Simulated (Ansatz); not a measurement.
A made-up structure of SiH₂ClO (charge -1), closed shell:

O1  (-0.414, 0.014, 1.664)
Si2  (0.066, -0.089, 0.197)
Cl3  (-1.073, 1.082, -1.239)
H4  (0.008, -0.662, 2.217)
H5  (1.446, 0.426, -0.136)
(Å)

It is relaxed with PBE-D4/def2-SVPD and then PBE0-D4/def2-TZVPD (Ansatz 0.2.0). Atoms count as bonded within 1.22 times the sum of their covalent radii (H–H: 0.88 Å). The end point is not checked to be a true minimum.

Task: Does its bonding change? (Judge from chemistry; the calculation decides.)

Result: By the calculation: No: no bond forms or breaks.

Where it ends: The first stage lowers the energy by 1.72 eV in 9 steps. It ends as SiH₂ClO ([OH][SiH][Cl]), total charge -1:
| atom | x (Å) | y (Å) | z (Å) |
| --- | --- | --- | --- |
| O1 | 0.0408 | 0.0859 | 1.7038 |
| Si2 | 0.2872 | -0.3725 | 0.0575 |
| Cl3 | -1.1894 | 0.9986 | -0.9859 |
| H4 | -0.5596 | -0.5439 | 2.1041 |
| H5 | 1.4540 | 0.6030 | -0.1766 |

Labels in which every atom is bracketed show which atoms are joined, not bond orders.

For scale, one of the runs: PBE0-D4/def2-TZVPD relaxation, 147 basis functions, launched by `ansatz run in.yaml --threads 2 --pin off --events-out ev --progress --plain --max-ram 4352MiB`. The run took about 23 s on 2 CPU threads of an Arm Neoverse V1 (shared host).
